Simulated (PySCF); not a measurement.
**Si: ionisation energy**

Si [Ne] 3s2 3p2 (3P) → Si⁺ [Ne] 3s2 3p1 (2P), as a difference of total energies. Computed with PySCF 2.14 in aug-cc-pV(Q+d)Z, with no relativity, point nucleus. Correlated levels: valence: [Ne] frozen. The calculations carry no spin-orbit coupling.

```
           method  ionisation energy (eV)
              UHF                   7.637
    MP2 (valence)                   8.077
SCS-MP2 (valence)                   7.989
   CCSD (valence)                   8.091
CCSD(T) (valence)                   8.137
```

Errors of the correlated levels include the incompleteness of this basis and the frozen core.

Task: Which method comes closest to the reference value, and which is furthest?

Result: The reference is 8.157 eV (measured; NIST levels, between the centres of gravity of the two terms). Closest: CCSD(T) (valence) (error -0.020 eV); furthest: UHF (error -0.520 eV).
